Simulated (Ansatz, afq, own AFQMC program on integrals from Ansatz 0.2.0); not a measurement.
# TiSiH3BrOF, doublet: AFQMC among the cluster methods

```yaml
atoms:
  - { symbol: Ti, position_ang: [-0.9524, -0.3054, -1.5089] }
  - { symbol: F, position_ang: [-0.3838, -1.3434, -2.8005] }
  - { symbol: Br, position_ang: [-3.2333, -0.3387, -0.8503] }
  - { symbol: O, position_ang: [0.1809, 0.7764, -0.6751] }
  - { symbol: Si, position_ang: [1.1488, 1.8319, 0.1914] }
  - { symbol: H, position_ang: [2.4450, 2.0102, -0.5241] }
  - { symbol: H, position_ang: [1.3969, 1.2621, 1.5470] }
  - { symbol: H, position_ang: [0.4569, 3.1473, 0.3130] }
```

Basis def2-SVP. Noble-gas cores (and the filled d shells of Ga–Kr and In–Xe) are frozen. Integrals, coupled cluster, full CI and functionals: Ansatz 0.2.0; the random walks run on the same integrals in our own AFQMC program. The CISD trial takes its coefficients from CCSD amplitudes. Released means that phaseless walkers are propagated on without the constraint, phases kept. ± is one standard error of the sampling. No spin–orbit coupling. The metal's outer-core s and p shells are frozen, which shifts wave-function levels against functionals.

Determinant: UHF, the one that the program's search chose, which needn't be the lowest solution. The geometry is a PBE0/def2-SVP stationary point of this or a neighbouring charge and spin state.

No full CI on the walks' own integrals is used here. The released AFQMC energy serves as the reference, which it does only where one determinant dominates, the energy is flat over the last release times and near the phaseless one (40 meV or 2 meV an electron, half that with transition metals). On small molecules, where full CI could be run and the noise was under 10 meV, such values lay within 10 meV of it in 19 cases of 20, a flattering rate, since the rule was set on those same cases; what remains of the bias isn't in the error bar.

Cautions: no relativity below Rb; no spin-orbit coupling; outer-core shells of the metal frozen; inner d shell frozen; the released value is read at 0.80 1/Eh with a noise of 25 meV, more than in the cases checked, later times being too noisy (meV from the phaseless value at times in 1/Eh: 0 ± 13 at 0.24, 13 ± 16 at 0.48, 20 ± 25 at 0.80, 69 ± 43 at 1.20); released reference can be 30 meV off for metals.

- T1 diagnostic: 0.0230
- weight of the determinant in the CISD state: 0.774
- ⟨S²⟩ of the determinant: 0.755
- size of the correlated space: 31 electrons in 94 orbitals

Reference: AFQMC with the constraint released, correlation energy -19.826 ± 0.025 eV.

| level | E − E(reference) (meV) | share of correlation (%) |
| --- | --- | --- |
| HF | 19825.7 ± 25.1 | 0.00 |
| MP2 | 1612.2 ± 25.1 | 91.87 |
| CCSD | 670.0 ± 25.1 | 96.62 |
| CCSD(T) | 97.1 ± 25.1 | 99.51 |
| ph-AFQMC/CISD | -20.3 ± 29.3 | 100.10 |

Released energies are given only where the last usable release times agree within the noise; a slower fall can still hide under it.
